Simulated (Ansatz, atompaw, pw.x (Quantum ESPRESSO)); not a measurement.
What a changed setting does to a pw.x run (bcc Li)

Potential: PAW, atompaw 4.2.0.5, PBE; core none, reference 1s2 2s0.5 2p0.5; waves: 1s (bound); 2s (bound); 2p (bound); 2p channel at 2.65 Ry; 3d channel at -0.15 Ry; 3d channel at 1.2 Ry; local part: vpsmatchnc scheme with l = 3 at 0 Ry, radius 2.65 bohr; core correction: none; augmentation: besselshape compensation charge, radius 2.40 bohr; PAW radius 3.00 bohr; waves and projectors: bloechl.

The reference run (k-mesh 13³, cutoffs 40/400 Ry, Fermi–Dirac 0.01 Ry, mixing_beta 0.4, conv_thr 1e-9, no spin) gives 0.08 GPa at 20.371 Å³/atom, where all-electron LAPW gives -0.05 GPa. This run, with its own iteration cap, changes ecutrho/ecutwfc to 3.

```
&control
  calculation='scf', prefix='x', pseudo_dir='./', outdir='./tmp', tstress=.true., disk_io='none'
/
&system
  ibrav=0, nat=1, ntyp=1, ecutwfc=40, ecutrho=120, nbnd=8,
  occupations='smearing', smearing='fd', degauss=0.01
/
&electrons
  conv_thr=1e-09, mixing_beta=0.4, electron_maxstep=50
/
ATOMIC_SPECIES
Li 1.0 Li.UPF
CELL_PARAMETERS angstrom
  -1.72048458 1.72048458 1.72048458
  1.72048458 -1.72048458 1.72048458
  1.72048458 1.72048458 -1.72048458
ATOMIC_POSITIONS crystal
Li 0.0000 0.0000 0.0000
K_POINTS automatic
13 13 13 0 0 0
```

```bash
pw.x < Li.scf.in > Li.scf.out
```

Question: How does the run end?

Answer: It converges in 6 iterations; the free energy moves by +1.3 meV/atom and the pressure by -0.03 GPa. Below 4 the density is truncated and F is no longer variational, so a small shift in one case is no licence.

```
Message from routine set_cutoff:
     ecutrho < 4*ecutwfc, are you sure?
     Message from routine setup:
     using ibrav=0 with symmetry is DISCOURAGED, use correct ibrav instead
     lattice parameter (alat)  =       5.6313  a.u.
     unit-cell volume          =     137.4703 (a.u.)^3
     number of electrons       =         3.00
     number of Kohn-Sham states=            8
     kinetic-energy cutoff     =      40.0000  Ry
     charge density cutoff     =     120.0000  Ry
     scf convergence threshold =      1.0E-09
     Exchange-correlation= SLA PW PBX PBC
     number of k points=    84  Fermi-Dirac smearing, width (Ry)=  0.0100
     iteration #  1     ecut=    40.00 Ry     beta= 0.40
     total energy              =     -15.04164329 Ry
     estimated scf accuracy    <       0.00062300 Ry
     iteration #  2     ecut=    40.00 Ry     beta= 0.40
     total energy              =     -15.04368695 Ry
     estimated scf accuracy    <       0.00018276 Ry
     iteration #  3     ecut=    40.00 Ry     beta= 0.40
     total energy              =     -15.04384945 Ry
     estimated scf accuracy    <       0.00001075 Ry
     iteration #  4     ecut=    40.00 Ry     beta= 0.40
     total energy              =     -15.04385562 Ry
     estimated scf accuracy    <       0.00000068 Ry
     iteration #  5     ecut=    40.00 Ry     beta= 0.40
     total energy              =     -15.04385640 Ry
     estimated scf accuracy    <          8.0E-09 Ry
     iteration #  6     ecut=    40.00 Ry     beta= 0.40
     the Fermi energy is     1.6002 ev
!    total energy              =     -15.04385652 Ry
     estimated scf accuracy    <          9.7E-11 Ry
     smearing contrib. (-TS)   =      -0.00211267 Ry
     The total energy is F=E-TS. E is the sum of the following terms:
     one-electron contribution =     -10.74576803 Ry
     hartree contribution      =       1.23828856 Ry
     xc contribution           =      -2.17199993 Ry
     ewald contribution        =      -5.03700963 Ry
     one-center paw contrib.   =       1.67474519 Ry
     convergence has been achieved in   6 iterations
          total   stress  (Ry/bohr**3)                   (kbar)     P=        0.50
     Message from routine punch:
     Nothing written, as per user request (disk_io='none')
```

The run took about 4.8 s on one core of a shared host (AMD EPYC 7R43 64-Core Processor, 256 threads, 1004 GiB, load 52).
